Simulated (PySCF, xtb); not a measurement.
C2H4O2, SMILES O(C)C=O (connectivity only; charge and spin as stated), charge +1, multiplicity 2. Other conformers were not sampled.

Harmonic wavenumbers (cm⁻¹) from xtb with GFN2-xTB at its own minimum, in rising order: 159, 235, 366, 654, 842, 947, 957, 1006, 1024, 1155, 1254, 1310, 1356, 1767, 2441, 2803, 2863, 2937.

**Question.** What does PySCF with PBE-D3(BJ)/def2-SVP give at its own minimum? (The exact figures need the calculation; the answer reports its results.)

**Answer.** 65, 245, 303, 368, 755, 880, 1029, 1077, 1099, 1225, 1229, 1374, 1387, 1468, 2949, 2967, 3084, 3123. Paired by order, the mean absolute difference is 133 cm⁻¹ and the zero-point energies are 34.4 and 35.2 kcal/mol.
